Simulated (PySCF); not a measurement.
Reaction (SMILES): N=C=O + 4 [H][H] (H2) → C (CH4) + N (NH3) + O (H2O)
B3LYP-D3(BJ)/def2-TZVP geometries, fixed; electronic energies without zero-point terms.

Effect of the SCF energy threshold at r2SCAN/aug-cc-pVTZ with PySCF, against the last row, where the energy of full hydrogenation is -74.43 kcal/mol.

```
setting          SCF cycles, largest species  largest shift of a total energy (mEh)  shift of the energy of full hydrogenation (kcal/mol)
---------------  ---------------------------  -------------------------------------  ----------------------------------------------------
conv_tol: 1e-4                             4                                  0.004                                                 0.005
conv_tol: 1e-5                             4                                  0.000                                                 0.001
conv_tol: 1e-6                             5                                  0.000                                                 0.000
conv_tol: 1e-7                             6                                  0.000                                                 0.000
conv_tol: 1e-11                            8                                  0.000                                                 0.000
```

Within 0.02 kcal/mol in the energy of full hydrogenation: conv_tol: 1e-4; conv_tol: 1e-5; conv_tol: 1e-6; conv_tol: 1e-7. The largest shift is 0.004 mEh in a total energy and 0.005 kcal/mol in the difference.
